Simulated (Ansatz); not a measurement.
# C₂H₂F radical: small, medium and large basis sets

An exercise on one series of results from a longer session: the logs are not shown, and one member is left open.

The runs use Ansatz 0.2.0, Gaussian basis; one geometry, several basis sets.

The runs, in order: PBE0-D4/def2-SVP; ωB97M-V/def2-SVP; PBE0-D4/def2-QZVPP; ωB97M-V/def2-QZVPP; CCSD(T)/cc-pV(D+d)Z; CCSD(T)/cc-pV(T+d)Z; CCSD(T)/cc-pV(Q+d)Z; the functionals' def2-TZVPP values are taken from earlier runs.

### The geometry

An earlier PBE0-D4 in a triple-zeta def2 set relaxation fixed the geometry.

5 atoms, charge 0, spin multiplicity 2.

Atoms are counted from 1 here; the program's logs count them from 0.

Bond lengths: C1–C2 1.309 Å, C1–H4 1.087 Å, C1–H5 1.080 Å, C2–F3 1.302 Å. Angles: C2–C1–H4 120.7°, C2–C1–H5 119.9°, H4–C1–H5 119.4°, C1–C2–F3 130.3°.

The first run:

Input file in.yaml:

```yaml
crystal:
  periodic: [false, false, false]
  atoms:
    - {symbol: C, position_ang: [0.488210, -0.200364, 0.008381]}
    - {symbol: C, position_ang: [-0.592731, 0.393665, 0.447086]}
    - {symbol: F, position_ang: [-1.725569, 0.629518, -0.148942]}
    - {symbol: H, position_ang: [0.534708, -0.590355, -1.005434]}
    - {symbol: H, position_ang: [1.345181, -0.306164, 0.657508]}
basis:
  gaussian: {orbitals: def2-SVP}
magnetization: {spin_polarized: true, initial_magnetization: 1}
hamiltonian: {xc: pbe0, dispersion: d4}
output: {orbitals: {seedname: orbitals}}
```

Launch:

```console
> ansatz run in.yaml --threads 2 --pin off --events-out ev --progress --plain --max-ram 32768MiB --backend cpu
```

Steps of the session up to this table: PBE0-D4 in def2-SVP; ωB97M-V in def2-SVP; PBE0-D4 in def2-QZVPP; ωB97M-V in def2-QZVPP.

One table of the session follows, with a row left open; its other results are not shown here.

```
functional       basis  HOMO (eV)  LUMO (eV)
   PBE0-D4    def2-SVP      -7.66      -2.16
   PBE0-D4  def2-TZVPP          ?          ?
   PBE0-D4  def2-QZVPP      -7.81      -2.39
   ωB97M-V    def2-SVP      -9.71      -0.16
   ωB97M-V  def2-TZVPP      -9.87      -0.50
   ωB97M-V  def2-QZVPP      -9.90      -0.60
```

**Question.** Estimate the row for PBE0-D4, def2-TZVPP.

As computed: HOMO (eV): -7.79; LUMO (eV): -2.35. In the column «HOMO (eV)» it lies between PBE0-D4, def2-QZVPP (-7.81) and PBE0-D4, def2-SVP (-7.66).
